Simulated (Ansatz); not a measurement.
`CC(F)=C(F)F` + H₂O → `OC(F)=C(F)F` + CH₄ at 298.15 K and 1 bar (formal hydrolysis of a C–C bond).

Calculated with Ansatz (gas phase, PBE0-D4/def2-TZVP geometries, no zero-point term in ΔE). CCSD(T)/CBS adds triple-zeta CCSD(T) − MP2 to the extrapolated MP2 energy (def2 sets, frozen cores). This one scheme is used for every species. Each species was taken in one conformer, which may not be the lowest.

```json
{"species": "`CC(F)=C(F)F`", "CCSD(T)/CBS energy (Eh)": "-415.28897", "H − E (kJ/mol)": "169.1", "S (J/(mol·K))": "322.7"}
{"species": "H₂O", "CCSD(T)/CBS energy (Eh)": "-76.37941", "H − E (kJ/mol)": "66.4", "S (J/(mol·K))": "188.7"}
{"species": "`OC(F)=C(F)F`", "CCSD(T)/CBS energy (Eh)": "-451.18678", "H − E (kJ/mol)": "106.7", "S (J/(mol·K))": "319.7"}
{"species": "CH₄", "CCSD(T)/CBS energy (Eh)": "-40.46206", "H − E (kJ/mol)": "127.4", "S (J/(mol·K))": "186.2"}
```

H − E and S are ideal-gas, rigid-rotor, harmonic terms from PBE0-D4/def2-TZVP, for one conformer and one mirror image of each species. 1 Eh = 2625.50 kJ/mol, R = 8.31446 J/(mol·K).

By hand: ΔE, ΔH, ΔS and ΔG.

ΔE = (-451.18678) + (-40.46206) − (-415.28897) − (-76.37941) = 0.01954 Eh = 51.3 kJ/mol. Δ(H − E) = 106.7 + 127.4 − 169.1 − 66.4 = -1.4, so ΔH = 49.9 kJ/mol. ΔS = 319.7 + 186.2 − 322.7 − 188.7 = -5.5 J/(mol·K). ΔG = 49.9 − 298.15 × (-5.5)/1000 = 51.5 kJ/mol.

By hand: the equilibrium constant, and the temperature at which ΔG would vanish if ΔH and ΔS stayed fixed.

log₁₀ K = −ΔG/(RT ln 10) = -9.0. ΔH and −TΔS have one sign here, so there is no such temperature.

The number of gas molecules stays the same, so ΔS is small and ΔH decides. A doubt of 5 kJ/mol in ΔE shifts log₁₀ K by 0.9 here. Other conformers and mirror images would add mixing entropy, several J/(mol·K) or more a flexible species. These are equilibria of isolated gas molecules and say nothing of rates. Largest T1 diagnostic: 0.013 (customary marks: 0.02 for closed shells, 0.045 for open ones).

ΔS is within the doubt of such terms, so its sign, and with it that verdict, could turn.
